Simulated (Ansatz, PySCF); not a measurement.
Reaction (SMILES): CS (CH4S) -> CS (CH4S) as doublet, charge +1 + e-
Geometries: B3LYP-D3(BJ)/def2-TZVP minima from Ansatz (an electronic-structure program).

Wanted: adiabatic ionisation energy (electronic energy difference), in eV. Valence correlation only, unless marked. UHF or UKS for open shells. No spin-orbit coupling. No relativistic terms. CBS marks a two-point X^-3 extrapolation of the correlation energy; Hartree-Fock from the larger set. The bracket is a focal-point correction in the basis named.

RI-MP2/CBS(aug-cc-pV(T+d)Z,aug-cc-pV(Q+d)Z)+[CCSD(T)-MP2]/aug-cc-pV(T+d)Z (Ansatz) gives 9.51 eV.

Problem. Another calculation gave 9.36 eV. Which level was it?
(A) BHLYP/def2-TZVPD (Ansatz)
(B) HF/def2-TZVPD (PySCF)
(C) PBE-QIDH/def2-TZVPD (Ansatz)

Solution. C, PBE-QIDH/def2-TZVPD (Ansatz). The others give 9.22 (BHLYP), 8.27 (HF) eV.
